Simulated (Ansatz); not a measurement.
**BSiH2 (doublet): the correlation ladder, cc-pVTZ**

How much of the correlation energy of BSiH2 (doublet) does each wave-function method recover here?

Method: cc-pVTZ, core rule «outside noble gas», up to 6 orbitals frozen; program: Ansatz 0.2.0, Gaussian basis.

To be run: UHF; CCSD(T) on ROHF; CCSD(T) on UHF; BCCD(T) on ROHF; CCSDT(Q) on ROHF; CCSDT(Q) on UHF; CASSCF and MRCISD+Q, 9 electrons in 10 orbitals; CASSCF and NEVPT2, 9 electrons in 10 orbitals.

5 further runs of the same task are left out: 2 for a known fault of the program, 3 set aside as unsound or not needed.

### 1 The system

The geometry is a PBE0/def2-TZVP stationary point (not a proven minimum).

4 atoms, charge 0, spin multiplicity 2.

Atoms are counted from 1 here; the program's logs count them from 0.

Bond lengths: Si1–B2 1.925 Å, B2–H3 1.203 Å, B2–H4 1.203 Å. Angles: Si1–B2–H3 121.5°, Si1–B2–H4 121.5°, H3–B2–H4 117.1°.

### 2 UHF

The input, in.yaml:

```yaml
crystal:
  periodic: [false, false, false]
  atoms:
    - {symbol: Si, position_ang: [0.000000, 0.000000, 0.634524]}
    - {symbol: B, position_ang: [0.000000, 0.000000, -1.290679]}
    - {symbol: H, position_ang: [0.000000, -1.025810, -1.918468]}
    - {symbol: H, position_ang: [0.000000, 1.025810, -1.918468]}
basis:
  gaussian: {orbitals: cc-pVTZ}
magnetization: {spin_polarized: true, initial_magnetization: 1}
hamiltonian: {xc: hf}
output: {orbitals: {seedname: orbitals}}
```

Run with:

```console
ansatz run in.yaml --threads 1 --pin off --events-out ev --progress --plain --max-ram 2816MiB --backend cpu
```

The runs that follow: CCSD(T) on ROHF; CCSD(T) on UHF; BCCD(T) on ROHF; CCSDT(Q) on ROHF; CCSDT(Q) on UHF; CASSCF and MRCISD+Q, 9 electrons in 10 orbitals; CASSCF and NEVPT2, 9 electrons in 10 orbitals.

Q: Predict the results of all the runs planned. Wanted: UCCSDT(Q) below the RHF energy; RMP2 from UCCSDT(Q); UMP2 from UCCSDT(Q); RCCSD from UCCSDT(Q); RCCSD(T) from UCCSDT(Q); UCCSD(T) from UCCSDT(Q); RCCSDT(Q) from UCCSDT(Q); NEVPT2 valence from UCCSDT(Q); MRCISD+Q valence from UCCSDT(Q).

The runs gave:

| quantity | value |
| --- | --- |
| UCCSDT(Q) below the RHF energy | -6.2006 eV |
| RMP2 from UCCSDT(Q) | +117.9 kJ/mol |
| UMP2 from UCCSDT(Q) | +120.4 kJ/mol |
| RCCSD from UCCSDT(Q) | +27.0 kJ/mol |
| RCCSD(T) from UCCSDT(Q) | +4.8 kJ/mol |
| UCCSD(T) from UCCSDT(Q) | +4.8 kJ/mol |
| RCCSDT(Q) from UCCSDT(Q) | +0.1 kJ/mol |
| NEVPT2 valence from UCCSDT(Q) | +105.1 kJ/mol |
| MRCISD+Q valence from UCCSDT(Q) | +5.9 kJ/mol |
| levels within 1 kcal/mol (43 meV) | RCCSDT, UCCSDT, RCCSDT(Q) |
| T1 diagnostic | 0.023 |
| effectively unpaired electrons | 1.06 |

What this shows: RCCSD(T) misses by +4.8 kJ/mol, 0.8 % of the correlation energy. One determinant dominates. Of the multireference levels listed MRCISD+Q valence comes nearest in total energy (+5.9 kJ/mol), which doesn't show that its space is the better one. Coupled cluster took another determinant than the lowest Hartree-Fock one. These misses are within one basis, not against nature; the frozen cores of restricted and unrestricted runs differ, which can shift their rows.
